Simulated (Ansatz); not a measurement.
in.yaml

```yaml
crystal:
  periodic: [false, false, false]
  atoms:
    - {symbol: N, position_ang: [0.000001, -0.146343, 2.357990]}
    - {symbol: Al, position_ang: [-0.000018, -0.038788, 0.578860]}
    - {symbol: N, position_ang: [-0.000004, -0.261109, -1.106120]}
    - {symbol: H, position_ang: [0.000020, 0.446240, -1.830730]}
basis:
  gaussian: {orbitals: cc-pVDZ}
magnetization: {spin_polarized: true, initial_magnetization: 2}
correlation: {method: ccsd_t, electrons: outside_noble_gas}
accuracy: high
```

```sh
$ ansatz run in.yaml --threads 1 --pin off --events-out ev --progress --plain --max-ram 2393MiB
```

Log:

```
1056 factors; integrals over basis functions are off by at most 7.9e-9 eV
mean field evaluation 1: about -9553.2087 eV, gradient 3.1e1 eV
mean field evaluation 2: about -9553.2146 eV, gradient 3.1e1 eV
mean field evaluation 4: about -9558.4204 eV, gradient 3.6e0 eV
mean field evaluation 8: about -9558.5856 eV, gradient 3.0e-1 eV
mean field evaluation 16: about -9558.6752 eV, gradient 1.0e0 eV
mean field evaluation 32: about -9558.7268 eV, gradient 2.9e-8 eV
mean field evaluation 64: about -9554.3150 eV, gradient 7.1e-2 eV
mean field evaluation 96: about -9558.5451 eV, gradient 1.0e-2 eV
mean field evaluation 128: about -9558.7267 eV, gradient 3.3e-3 eV
mean field evaluation 160: about -9554.7865 eV, gradient 8.8e0 eV
...
cycle  15  -9.68261500 eV  change    2.4e-8 eV  update   5.5e-8
cycle  16  -9.68261499 eV  change    6.3e-9 eV  update   3.5e-8
cycle  17  -9.68261499 eV  change    1.0e-9 eV  update   2.7e-8
cycle  18  -9.68261500 eV  change   -6.9e-9 eV  update   2.1e-8
cycle  19  -9.68261500 eV  change   -4.4e-9 eV  update   1.5e-8
cycle  20  -9.68261501 eV  change   -4.8e-9 eV  update   8.3e-9
cycle  21  -9.68261501 eV  change    1.4e-9 eV  update   4.7e-9
cycle  22  -9.68261501 eV  change   6.4e-10 eV  update   2.5e-9
cycle  23  -9.68261501 eV  change   9.9e-10 eV  update   1.6e-9
cycle  24  -9.68261500 eV  change   5.5e-10 eV  update   1.1e-9
perturbative correction -0.41121638 eV, -0.0151119233 hartree
Total energy: -9568.73158920 eV, -351.6443999839 hartree
```

Ran on 1 thread of Arm Neoverse V2, shared host: 58 s wall, 0.22 GiB peak host memory.
